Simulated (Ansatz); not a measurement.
Reaction: CHN (formonitrile, SMILES C#N) + H+ → CH2N+ (SMILES C#[NH+])
Each species at its own B3LYP-D3(BJ)/def2-TZVP minimum (Ansatz, a first-principles code).

Wanted: proton affinity (electronic), positive where energy is released, in kcal/mol. Radicals and triplets start from unrestricted determinants; spin-orbit coupling is neglected. CBS(X,Y): correlation extrapolated as X^-3, Hartree-Fock from the larger set (Q,5: extrapolated as (X+1)exp(-9√X)). A bracket is a step between two methods taken in the basis named. Functionals run without relativity, which enters their misses. Double hybrids freeze cores in their MP2 part. 'core' is core correlation in cc-pwCVTZ, 'X2C' scalar relativity in cc-pVTZ-DK, both at CCSD(T).

CCSD(T)/CBS(cc-pVQZ,cc-pV5Z) + [CCSDT(Q) - CCSD(T)]/cc-pVTZ + [CCSDTQ - CCSDT(Q)]/cc-pVDZ + core + X2C (Ansatz) gives 175.6 kcal/mol.

Problem. What does PBE/def2-TZVPD (Ansatz) give here, and how do the other levels compare?

Solution. PBE gives 175.2 kcal/mol, 0.4 kcal/mol below it. Differences of the others: r2SCAN/def2-TZVPD (Ansatz) 0.4; B3LYP/def2-TZVPD (Ansatz) 0.3; PBE0/def2-TZVPD (Ansatz) 1.3; wB97M-V/def2-TZVPD (Ansatz) -2.0; B2PLYP/def2-TZVPD (Ansatz) -0.9; CCSD(T)/CBS(cc-pVQZ,cc-pV5Z) + core + X2C (Ansatz) 0.1 kcal/mol. Nearer than PBE: B3LYP/def2-TZVPD, CCSD(T)/CBS(cc-pVQZ,cc-pV5Z) + core + X2C.
